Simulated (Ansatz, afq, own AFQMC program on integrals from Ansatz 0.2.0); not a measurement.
**AlSiH₃, singlet in cc-pVTZ, levels against CCSDT(Q)**

```xyz
5

Si   -1.1719    0.0063    0.0220
Al    1.4166   -0.0076   -0.0266
H    -1.7486    1.3889    0.0076
H    -1.7365   -0.6584    1.2401
H    -1.7815   -0.7021   -1.1488
```

Connectivity, by distances: SiH3–Al.

Basis cc-pVTZ. Only valence electrons are correlated. Ansatz 0.2.0 and our own AFQMC program on the same integrals; the CISD trial comes from CCSD amplitudes, and released means the phaseless constraint is let go. Free projection: walkers drawn from exp(T), propagated without any constraint. Its projection time is finite, and what remains of the start isn't in its error. ± is one standard error of the sampling.

Determinant: UHF, the one that the program's search chose, which needn't be the lowest solution. The geometry is a PBE0/def2-TZVP stationary point of this or a neighbouring charge and spin state.

No full CI on the walks' own integrals is used here; CCSDT(Q) serves as the reference and is uncertain by about the last step of the cluster series.

Cautions: an unrestricted solution with more broken spin lies lower (36 meV, ⟨S²⟩ 0.28), while this determinant keeps restricted orbitals.

The T1 diagnostic is 0.0158 and the weight of the determinant in the CISD state is 0.846. The ⟨S²⟩ of the determinant is 0.000 and the size of the correlated space is 10 electrons in 100 orbitals.

```tsv
level	correlation energy (eV)
MP2	-5.0076
CCSD	-6.1235
CCSD(T)	-6.3228
```

(1) Estimate where AFQMC with the constraint released lies against CCSD(T) on the same integrals.

(1) 4.7 ± 0.6 kJ/mol below CCSD(T).

Reference: CCSDT(Q), correlation energy -6.366 eV. The released energy is read at 2.40 1/Eh (meV from the phaseless value at times in 1/Eh: 0 ± 5 at 0.24, -1 ± 4 at 0.51, -1 ± 4 at 0.99, 2 ± 4 at 1.62, -9 ± 7 at 2.40).

| level | E − E(reference) (kJ/mol) | share of correlation (%) |
| --- | --- | --- |
| CCSD(T) | 4.1 | 99.33 |
| CCSDT | 0.9 | 99.85 |
| ph-AFQMC/HF | 2.2 ± 2.4 | 99.63 |
| ph-AFQMC/CISD | 0.3 ± 0.5 | 99.95 |
| released AFQMC | -0.5 ± 0.6 | 100.09 |
| free AFQMC | 1.0 ± 0.4 | 99.83 |

Free projections are given only where their last times agree within the noise and don't stop above the reference; a slow remainder of the start can still hide under it. A walk keeps the symmetry of its determinant, which the program's search chose and which needn't be the lowest solution, so a lower state of the same spin and another symmetry isn't excluded. Released energies are given only where the last usable release times agree within the noise; a slower fall can still hide under it.
